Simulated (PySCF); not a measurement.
Species: 2-cyanoacetamide, C₃H₄N₂O.
SMILES with atom numbers: `[N:1]#[C:2][CH2:3][C:4]([NH2:5])=[O:6]` (hydrogens: H7, H8 on C3; H9, H10 on N5)

The same species was optimised twice, with GFN2-xTB and with PBE0-D3(BJ)/def2-SVP (PySCF), and the same property calculations (PySCF, gas phase) were run on both structures.

| coordinate | GFN2-xTB | PBE0-D3(BJ)/def2-SVP | change |
| --- | --- | --- | --- |
| C2–C3 (Å) | 1.434 | 1.452 | +0.018 |
| N1≡C2 (Å) | 1.144 | 1.158 | +0.014 |
| C4=O6 (Å) | 1.205 | 1.209 | +0.004 |
| C4–N5 (Å) | 1.348 | 1.349 | +0.001 |
| C3–C4 (Å) | 1.540 | 1.539 | -0.001 |
| C2–C3–C4 (°) | 112.9 | 115.8 | +2.9 |
| C3–C4–O6 (°) | 121.8 | 119.2 | -2.6 |
| C3–C4–N5 (°) | 114.4 | 116.0 | +1.6 |
| N1–C2–C3 (°) | 177.9 | 176.6 | -1.3 |
| N5–C4–O6 (°) | 123.8 | 124.8 | +1.0 |
| C2–C3–C4–N5 (°) | -31 | -4 | +27 |

Rotational constants: A = 8937, B = 2444, C = 2008 MHz (GFN2-xTB) against A = 9312, B = 2387, C = 1923 MHz (PBE0-D3(BJ)/def2-SVP).

On the GFN2-xTB structure: lowest singlet, TDDFT (eV) 5.71 [B3LYP/def2-SVPD]; lowest triplet, Tamm–Dancoff (eV) 5.25 [B3LYP/def2-SVPD]; isotropic polarisability (au) 51.0 [B3LYP/def2-SVPD]; HOMO (eV) -7.92 [B3LYP/def2-SVPD]; LUMO (eV) -0.52 [B3LYP/def2-SVPD]; dipole (D) 1.78 [B3LYP/def2-SVPD]; HOMO (eV) -8.07 [PBE0/pcSseg-1]; LUMO (eV) 0.05 [PBE0/pcSseg-1]; dipole (D) 1.80 [PBE0/pcSseg-1]; GIAO shielding of N1 (ppm) -40.7 [PBE0/pcSseg-1]; GIAO shielding of C2 (ppm) 65.3 [PBE0/pcSseg-1]; GIAO shielding of C3 (ppm) 162.0 [PBE0/pcSseg-1]; GIAO shielding of C4 (ppm) 23.9 [PBE0/pcSseg-1]; GIAO shielding of N5 (ppm) 150.5 [PBE0/pcSseg-1]; GIAO shielding of O6 (ppm) -94.1 [PBE0/pcSseg-1].

Question: What do these properties become on the PBE0-D3(BJ)/def2-SVP structure?

Answer: 
| property | level | on GFN2-xTB | on PBE0-D3(BJ)/def2-SVP | change |
| --- | --- | --- | --- | --- |
| lowest singlet, TDDFT (eV) | B3LYP/def2-SVPD | 5.71 | 5.75 | +0.04 |
| lowest triplet, Tamm–Dancoff (eV) | B3LYP/def2-SVPD | 5.25 | 5.32 | +0.07 |
| isotropic polarisability (au) | B3LYP/def2-SVPD | 51.0 | 51.8 | +0.8 |
| HOMO (eV) | B3LYP/def2-SVPD | -7.92 | -7.92 | 0.00 |
| LUMO (eV) | B3LYP/def2-SVPD | -0.52 | -0.43 | +0.09 |
| dipole (D) | B3LYP/def2-SVPD | 1.78 | 0.81 | -0.97 |
| energy, GFN2-xTB geometry as zero (kcal/mol) | B3LYP/def2-SVPD | 0.0 | -1.7 | -1.7 |
| HOMO (eV) | PBE0/pcSseg-1 | -8.07 | -8.07 | 0.00 |
| LUMO (eV) | PBE0/pcSseg-1 | 0.05 | 0.13 | +0.08 |
| dipole (D) | PBE0/pcSseg-1 | 1.80 | 0.86 | -0.94 |
| energy, GFN2-xTB geometry as zero (kcal/mol) | PBE0/pcSseg-1 | 0.0 | -1.1 | -1.1 |
| GIAO shielding of N1 (ppm) | PBE0/pcSseg-1 | -40.7 | -47.9 | -7.2 |
| GIAO shielding of C2 (ppm) | PBE0/pcSseg-1 | 65.3 | 62.4 | -2.9 |
| GIAO shielding of C3 (ppm) | PBE0/pcSseg-1 | 162.0 | 160.2 | -1.8 |
| GIAO shielding of C4 (ppm) | PBE0/pcSseg-1 | 23.9 | 23.9 | 0.0 |
| GIAO shielding of N5 (ppm) | PBE0/pcSseg-1 | 150.5 | 148.8 | -1.7 |
| GIAO shielding of O6 (ppm) | PBE0/pcSseg-1 | -94.1 | -82.4 | +11.7 |

The heavy atoms differ by 0.191 Å rms after alignment. Among bonds between heavy atoms C2–C3 changes most (+0.018 Å). Changes are differences of the printed values. Neither structure is proved a minimum here.

Conformer computed: `[N:1]#[C:2][CH2:3][C:4]([NH2:5])=[O:6]`: C2–C3–C4–N5 -4°, H–N5–C4–C3 2°, H–N5–C4–C3 179°.
